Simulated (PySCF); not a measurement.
Molfile (atoms numbered from 1):
```
H3NSi
     RDKit          3D

  5  4  0  0  0  0  0  0  0  0999 V2000
    1.1286   -0.3930   -0.0295 N   0  0  0  0  0  0  0  0  0  0  0  0
   -0.4270   -0.0536   -0.0463 Si  0  0  0  0  0  4  0  0  0  0  0  0
    1.8215    0.3131    0.1822 H   0  0  0  0  0  0  0  0  0  0  0  0
   -1.3738   -1.1415   -0.3634 H   0  0  0  0  0  0  0  0  0  0  0  0
   -1.1156    1.2411    0.2192 H   0  0  0  0  0  0  0  0  0  0  0  0
  1  2  2  0
  1  3  1  0
  2  4  1  0
  2  5  1  0
M  END
```

Level of theory: PBE0-D3(BJ)/def2-TZVP geometry, GIAO PBE0/pcSseg-2 shieldings, in PySCF 2.14 (in vacuum, one computed conformer, non-relativistic Hamiltonian).

References, each an isolated molecule treated in the same way: 1H and 29Si vs TMS; NH3 for 15N.

| atoms | nucleus | count | δ (ppm) |
| --- | --- | --- | --- |
| N1 | 15N | 1 | 295.6 |
| H4 | 1H | 1 | ? |
| Si2 | 29Si | 1 | ? |
| H5 | 1H | 1 | 6.79 |
| H3 | 1H | 1 | 10.87 |

Task: Estimate the values marked ?.

Result: 
- H4: 5.73 ppm, hydrogen on a silicon bonded to N
- Si2: 78.2 ppm, silicon bonded to N, 2 H

OH/NH shifts are gas-phase values; hydrogen bonding in solution moves them, usually downfield. Experimental scales use liquid or dissolved standards, which lie at an offset from isolated NH3 (liquid NH3: subtract about 20 ppm). Unscaled 15N shifts of sp2 nitrogen come out 20 to 40 ppm too high even then.
